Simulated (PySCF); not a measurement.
**Structure elucidation problem**

Molecular formula: CH$_{2}$N$_{2}$. Simulated spectra:

1H NMR (400 MHz, computed): δ 2.50 (br s, 2H).

13C{1H} NMR (computed): δ 117.0.

Calculated, not measured (PySCF 2.14.0 with density-fitted response routines): geometry: GFN2-xTB, couplings computed with B3LYP/pcJ-1, σ from GIAO-PBE0/pcSseg-1. No solvent model, no relativistic terms, one computed conformer, one averaged value for each set of equivalent atoms.

δ = σ(ref) − σ, references computed at the same level: TMS for 1H (31.72 ppm), 13C (186.93 ppm).

Task: Deduce the structure.

Result: 
1. The formula gives 2 degrees of unsaturation (no ring in the answer).
2. Carbon types of the structure: 1 × C, leaving 2 H on heteroatoms.
3. δC 117.0: nitrile carbon; C≡N carbons fall here, among the sp2 signals but without a proton.
4. δH 2.50: hydrogen on a nitrogen bonded to C; exchangeable; this is the value without hydrogen bonding to other molecules.

These data were computed for SMILES N#CN.

The OH or NH signal is concentration- and solvent-dependent in practice; the value given is the gas-phase one. Shifts are as computed. Against solution values, carbons near 30 ppm lie about +3 ppm off and those near 130 ppm about +5 ppm. Of 1211 compounds with measured shifts, 218 miss one by over three times the rms of a fit or turn the order of signals round; such compounds aren't used in these exercises.
